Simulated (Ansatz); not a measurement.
BP₂⁻. Total charge -1; triplet. Geometry PBE0-D4/def2-TZVPD; atoms count from 1.

```xyz
3

B     0.000    0.002   -0.001
P    -1.533   -0.203   -0.821
P     1.533    0.201    0.822
```

The structure comes from a short search, and lower isomers may exist.

Question: Estimate the Mulliken populations from the PBE0/def2-TZVPD orbitals of Ansatz.

Answer: 
```json
{"atom": "B1", "charge (e)": "-0.10", "spin (α − β)": "-0.39"}
{"atom": "P2", "charge (e)": "-0.45", "spin (α − β)": "1.19"}
{"atom": "P3", "charge (e)": "-0.45", "spin (α − β)": "1.19"}
```
Mulliken values and Mayer orders depend strongly on the basis. With diffuse functions, as here, like atoms can get unlike values, and bond orders can come out too low or too high.

Question: Where does the spin sit?

Answer: Summed by element: B -0.39, P 2.39, of 2 unpaired in all. Largest on single atoms: P2 1.19, P3 1.19, B1 -0.39.

Question: And the Mayer bond orders between bonded heavy atoms (over 0.3)?

Answer: B1–P2 1.51 (1.75 Å); B1–P3 1.51 (1.75 Å). Values over 0.3 also appear between atoms too far apart for a bond (P2–P3 0.39 at 3.50 Å); they arise where an orbital or an unpaired electron spreads over both atoms.
